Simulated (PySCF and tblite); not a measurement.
The numbers below are computed, except where a source is named.
Dynamics report: rotation

System: methyl ethyl disulfide, C₃H₈S₂, numbered as in [CH3:1][CH2:2][S:3][S:4][CH3:5].

Motion: rotation about the S3–S4 bond (torsion C2–S3–S4–C5 from 91° to 259°, rising). Geometries: GFN2-xTB; energies: PBE0/pcSseg-1 + D3(BJ); zero-point and thermal terms from GFN2-xTB harmonic modes (soft modes blended into free rotors). Rate constants are transition-state-theory values, counting equivalent paths, without tunnelling. (PySCF 2.14 with density fitting, tblite 0.8.)

```json
{"point": "start", "symmetry": "C1", "E(GFN2) kcal/mol": "0.0", "E(DFT) kcal/mol": "0.0", "ZPE change kcal/mol": "0.00", "lowest mode cm⁻¹": "56", "dipole D": "2.17"}
{"point": "saddle", "symmetry": "C1", "E(GFN2) kcal/mol": "4.5", "E(DFT) kcal/mol": "6.7", "ZPE change kcal/mol": "-0.02", "lowest mode cm⁻¹": "55i", "dipole D": "0.20"}
{"point": "end", "symmetry": "C1", "E(GFN2) kcal/mol": "0.4", "E(DFT) kcal/mol": "0.2", "ZPE change kcal/mol": "0.06", "lowest mode cm⁻¹": "67", "dipole D": "2.15"}
```

- Electronic barrier: 6.7 kcal/mol
- Barrier with zero-point energy: 6.7 kcal/mol
- ΔH‡ (298 K): 6.2 kcal/mol
- ΔS‡ (298 K, symmetry apart): -3.3 cal/(mol K)
- Paths: 1 equivalent path
- End point: a different minimum
- Mean lifetime of the start against this motion at 298 K: 29 ns
- Cost: 39 s on 1 thread of Arm Neoverse V1, shared host (rough), peak memory 0.71 GiB, launched as `OMP_NUM_THREADS=1 python ens_run.py task.json out`

```csv
T/K,ΔG‡ kcal/mol,k s⁻¹,ΔG kcal/mol,k back s⁻¹
150,6.8,330,0.3,968
200,6.9,1.1×10⁵,0.3,2.5×10⁵
250,7.0,3.6×10⁶,0.3,7.1×10⁶
298,7.2,3.5×10⁷,0.3,6.3×10⁷
350,7.3,2×10⁸,0.4,3.4×10⁸
400,7.4,7.2×10⁸,0.4,1.2×10⁹
500,7.7,4.3×10⁹,0.4,6.4×10⁹
```

ΔG and ΔG‡ leave out symmetry numbers and mirror images; rates count paths: 1 out, 1 back.
